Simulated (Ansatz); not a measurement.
Reaction (isomerisation): `C=C(C)C(C)C` → `C=CC(C)(C)C`

Calculated with Ansatz (gas phase, PBE0-D4/def2-TZVP geometries, no zero-point term in ΔE). CCSD(T)/CBS adds triple-zeta CCSD(T) − MP2 to the extrapolated MP2 energy (def2 sets, frozen cores). Functionals use def2-TZVPP. B3LYP here is the variant with VWN-RPA as its local correlation; programs differ in this. Each species was taken in one conformer, which may not be the lowest.

(1) Is it downhill or uphill in electronic energy at CCSD(T)/CBS, and by how much? (An estimate is asked.)

(2) What do these levels give: PBE-D4, B97M-V, ωB97M-V, PBE-QIDH, r2SCAN, PBE0, B3LYP, CAM-B3LYP, HF/def2-SVP, SCS-MP2/def2-QZVPP, HF/CBS(def2), CCSD/CBS(def2)? (An estimate is asked.)

Largest T1 diagnostic among the species: 0.009.

Results:

(1) Ansatz gave: Nearly level: ΔE = +0.5 kcal/mol.

(2) Computed: PBE-D4 2.0, B97M-V 1.4, ωB97M-V 0.9, PBE-QIDH 1.2, r2SCAN 1.4, PBE0 2.0, B3LYP 2.3, CAM-B3LYP 1.8, HF/def2-SVP 2.0, SCS-MP2/def2-QZVPP 0.6, HF/CBS(def2) 1.9, CCSD/CBS(def2) 0.7 kcal/mol.

Leaving LDA and LC-ωPBE aside and taking each functional with its dispersion term where it has one, the values spread over 1.0 kcal/mol, from ωB97M-V to PBE-D4. LDA lies −0.8 kcal/mol from PBE without D4. In def2-TZVPP, CCSD(T) changes the Hartree–Fock value by −1.3 kcal/mol (the triples alone add −0.2 kcal/mol) and MP2 by −1.6 kcal/mol.
